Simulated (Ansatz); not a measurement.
# CHOS− (SMILES [O-]C=S): one structure at several levels

One table from this session's results is given with a row withheld; the runs are named, their logs left out.

Method: single points in def2-TZVPPD; program: Ansatz 0.2.0, Gaussian basis.

Cores are frozen in the correlated methods.

## Starting geometry

SMILES `[O-]C=S`, 4 atoms, charge -1, spin multiplicity 1.

Atoms are counted from 1 here; the program's logs count them from 0.

Bond lengths: O1–C2 1.229 Å, C2–S3 1.690 Å, C2–H4 1.145 Å. Angles: O1–C2–S3 128.8°, O1–C2–H4 119.5°, S3–C2–H4 111.7°.

Coordinates:

```xyz
4

O    -1.2904   -0.1725   -0.2816
C    -0.1072    0.0561   -0.0389
S     1.0858   -1.0058    0.5144
H     0.3009    1.1171   -0.1726
```

Set-up of the first run:

File run/in.yaml:

```yaml
crystal:
  periodic: [false, false, false]
  atoms:
    - {symbol: O, position_ang: [-1.290400, -0.172500, -0.281600]}
    - {symbol: C, position_ang: [-0.107200, 0.056100, -0.038900]}
    - {symbol: S, position_ang: [1.085800, -1.005800, 0.514400]}
    - {symbol: H, position_ang: [0.300900, 1.117100, -0.172600]}
basis:
  gaussian: {orbitals: "def2-TZVPPD.json"}
total_charge: -1
correlation: {method: ccsd_t}
output: {forces: true}
```

The basis file named in the input lies beside it (Basis Set Exchange, JSON).

No record of the launch command was kept for these runs.

Steps of the session up to this table: CCSD(T)/def2-TZVPPD; PBE0-D4/def2-TZVPPD; wB97M-V/def2-TZVPPD; r2SCAN-D4/def2-TZVPPD; PBE-D4/def2-TZVPPD; r2SCANh-D4/def2-TZVPPD; revPBE-D4/def2-TZVPPD.

One table of the session follows, with a row left open; its other results are not shown here.

```
    method  RMS force component (eV/Å)  angle to CCSD(T) forces (°)
   CCSD(T)                       0.528                    reference
   PBE0-D4                       0.357                         39.2
   wB97M-V                       0.398                         33.0
 r2SCAN-D4                           ?                            ?
    PBE-D4                       0.499                         18.1
r2SCANh-D4                       0.364                         32.9
 revPBE-D4                       0.585                         22.2
```

**Question.** Estimate the row for r2SCAN-D4.

The run gave: RMS force component (eV/Å): 0.378; angle to CCSD(T) forces (°): 14.3. In the column «RMS force component (eV/Å)» it lies between r2SCANh-D4 (0.364) and wB97M-V (0.398).
